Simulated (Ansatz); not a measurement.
# C₃H₅F₂N: one species, many methods

An exercise on one series of results from a longer session: the logs are not shown, and one member is left open.

Program: Ansatz 0.2.0, Gaussian basis. Level of theory: functionals in def2-TZVPP, the program's frozen cores in correlated methods. These are calculated values, not measurements.

Levels to be run: PBE-D4, r2SCAN-D4, PBE0-D4, B3LYP-D4, ωB97X-V, ωB97M-V, B2PLYP; CCSD(T)/def2-TZVPP; MP2/def2-QZVPP; extrapolation to the limit.

### The relaxed structure

An earlier PBE0-D4 in a triple-zeta def2 set relaxation fixed the geometry.

SMILES `C=NC(C)(F)F`, 11 atoms, charge 0, spin multiplicity 1.

Atoms are counted from 1 here; the program's logs count them from 0.

Bond lengths: C1–N2 1.258 Å, C1–H7 1.093 Å, C1–H8 1.089 Å, N2–C3 1.426 Å, C3–C4 1.503 Å, C3–F5 1.372 Å, C3–F6 1.357 Å, C4–H9 1.089 Å, C4–H10 1.090 Å, C4–H11 1.090 Å. Angles: N2–C1–H7 123.7°, N2–C1–H8 118.3°, H7–C1–H8 118.0°, C1–N2–C3 119.3°, N2–C3–C4 111.9°, N2–C3–F5 113.1°, N2–C3–F6 107.0°, C4–C3–F5 109.1°, C4–C3–F6 110.2°, F5–C3–F6 105.2°, C3–C4–H9 109.4°, C3–C4–H10 108.9°, C3–C4–H11 109.8°, H9–C4–H10 109.9°, H9–C4–H11 109.3°, H10–C4–H11 109.6°.

The first run:

Contents of in.yaml:

```yaml
crystal:
  periodic: [false, false, false]
  atoms:
    - {symbol: C, position_ang: [1.362717, -0.181030, 1.339889]}
    - {symbol: N, position_ang: [0.175916, 0.156324, 1.092239]}
    - {symbol: C, position_ang: [-0.176513, 0.545187, -0.233269]}
    - {symbol: C, position_ang: [-1.136472, -0.423370, -0.866222]}
    - {symbol: F, position_ang: [0.910165, 0.703926, -1.055369]}
    - {symbol: F, position_ang: [-0.740981, 1.776169, -0.148577]}
    - {symbol: H, position_ang: [2.160042, -0.188224, 0.592969]}
    - {symbol: H, position_ang: [1.611921, -0.480792, 2.356526]}
    - {symbol: H, position_ang: [-2.013214, -0.530654, -0.229782]}
    - {symbol: H, position_ang: [-1.432371, -0.040227, -1.842709]}
    - {symbol: H, position_ang: [-0.655812, -1.394309, -0.984994]}
basis:
  gaussian: {orbitals: def2-TZVPP}
hamiltonian: {xc: pbe, dispersion: d4}
output: {forces: true, orbitals: {seedname: orbitals}}
```

Started as:

```console
> ansatz run in.yaml --threads 4 --pin off --events-out ev --progress --plain --max-ram 10444MiB
```

Steps of the session up to this table: PBE-D4 (GGA); r2SCAN-D4 (meta-GGA); PBE0-D4 (hybrid); B3LYP-D4 (hybrid); ωB97X-V (range-separated); ωB97M-V (range-separated); B2PLYP (double hybrid); CCSD(T) in def2-TZVPP; MP2 in def2-QZVPP.

One of the session's tables, all rows but one given; the rest of the session is left out.

```
            method  atomisation energy (kJ/mol)
            PBE-D4                       4597.0
         r2SCAN-D4                       4447.1
           PBE0-D4                       4467.2
          B3LYP-D4                       4438.1
           ωB97X-V                            ?
           ωB97M-V                       4456.0
            B2PLYP                       4395.1
     HF/def2-TZVPP                       3106.6
    MP2/def2-TZVPP                       4419.3
   CCSD/def2-TZVPP                       4228.2
CCSD(T)/def2-TZVPP                       4309.8
           MP2/CBS                       4538.4
       CCSD(T)/CBS                       4428.9
```

**Question.** Estimate the row for ωB97X-V.

As computed: atomisation energy (kJ/mol): 4451.7. In the column «atomisation energy (kJ/mol)» it lies between r2SCAN-D4 (4447.1) and ωB97M-V (4456.0).
